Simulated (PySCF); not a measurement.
Geometries of 4 isomers of C3H3F2N, from PBE0-D3(BJ)/def2-SVP geometry optimisation, gas phase (PySCF 2.14.0). One conformer each, no zero-point energy, no frequencies.

**Question.** Which isomer lies lowest at this level?
A.
```xyz
9
angstrom
N      2.600    0.248    0.475
C      1.530   -0.136    0.265
C      0.177   -0.606    0.011
C     -0.839    0.521   -0.079
F     -0.550    1.317   -1.124
F     -2.055   -0.023   -0.283
H     -0.129   -1.294    0.814
H      0.146   -1.164   -0.938
H     -0.874    1.140    0.835
```
B.
```xyz
9
angstrom
C     -1.014   -0.010   -0.179
C      0.398   -0.387    0.183
F      0.826   -1.406   -0.594
F      0.455   -0.807    1.465
C      1.350    0.744    0.025
N      2.059    1.646   -0.111
H     -1.649   -0.894   -0.033
H     -1.363    0.804    0.470
H     -1.062    0.311   -1.227
```
C.
```xyz
9
angstrom
F      1.927    0.094    0.851
C      1.258   -0.416   -0.198
F      1.169   -1.750   -0.042
C     -0.112    0.165   -0.237
N     -0.824    0.859   -0.995
C     -1.417    0.406    0.333
H      1.810   -0.193   -1.127
H     -2.196   -0.364    0.283
H     -1.557    1.180    1.096
```
D.
```xyz
9
angstrom
N      2.456   -0.807   -0.539
C      1.508   -0.303   -0.111
C      0.295    0.329    0.427
F      0.393    1.685    0.319
C     -0.937   -0.171   -0.303
F     -2.050    0.246    0.360
H      0.207    0.066    1.497
H     -0.939    0.232   -1.330
H     -0.917   -1.273   -0.347
```

**Answer.** A. That is `C(#N)CC(F)F`, 4.1 kcal/mol below the next.

```csv
SMILES,atoms numbered as above,E (Eh),relative (kcal/mol),relative (kJ/mol),dipole (D)
N#CCC(F)F,[N:1]#[C:2][CH2:3][CH:4]([F:5])[F:6],-369.87575,0.0,0.0,2.80
CC(F)(F)C#N,[CH3:1][C:2]([F:3])([F:4])[C:5]#[N:6],-369.86927,4.1,17.0,3.15
N#C[C@@H](F)CF,[N:1]#[C:2][C@@H:3]([F:4])[CH2:5][F:6],-369.85020,16.0,67.1,1.88
FC(F)C1=NC1,[F:1][CH:2]([F:3])[C:4]1=[N:5][CH2:6]1,-369.81145,40.4,168.8,0.31
```

As drawn, the lowest has a C≡N group, which the highest lacks; the highest has a three-membered ring and a C=N bond, which the lowest lacks.
